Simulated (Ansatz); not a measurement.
`CC/C(F)=C\F` + H–F → `F/C=C(\F)CF` + CH₄  (substitution at a C–C bond)

Gas-phase electronic energies from Ansatz, PBE0-D4/def2-TZVP geometries. CCSD(T)/CBS is the MP2 limit (def2-TZVPP, def2-QZVPP) plus CCSD(T) − MP2 in def2-TZVPP, frozen cores. This one scheme is used for every species. Double bonds are as drawn, so ΔE can hold a change between cis and trans. Functionals use def2-TZVPP. B3LYP here is the variant with VWN-RPA as its local correlation; programs differ in this. One conformer a species, not always the lowest.

| level | ΔE (kJ/mol) | difference from CCSD(T)/CBS |
| --- | --- | --- |
| LDA (SPW92) | 48.5 | -8.3 |
| PBE-D4 | 44.6 | -12.2 |
| r2SCANh-D4 | 42.9 | -13.9 |
| CAM-B3LYP-D4 | 39.4 | -17.4 |
| ωB97X-V | 42.2 | -14.6 |
| PBE | 40.6 | -16.2 |
| BLYP | 29.2 | -27.6 |
| B3LYP | 34.1 | -22.7 |
| r2SCAN0 | 44.5 | -12.3 |
| BHLYP | 36.4 | -20.4 |
| CAM-B3LYP | 35.8 | -21.0 |
| HF/def2-SVP | 27.0 | -29.8 |
| CCSD/def2-SVP | 43.7 | -13.1 |
| SCS-MP2/def2-QZVPP | 55.7 | -1.1 |
| MP2/CBS(def2) | 66.7 | 9.9 |
| CCSD/CBS(def2) | 54.9 | -1.9 |
| CCSD(T)/CBS | 56.8 | 0 |

Largest T1 diagnostic among the species: 0.012.

At CCSD(T), def2-SVP lies −12.1 kJ/mol from the extrapolated value and def2-TZVPP −4.2 kJ/mol. From BLYP to BHLYP (50 % exact exchange), in def2-TZVPP and without D4, ΔE moves by +7.2 kJ/mol.
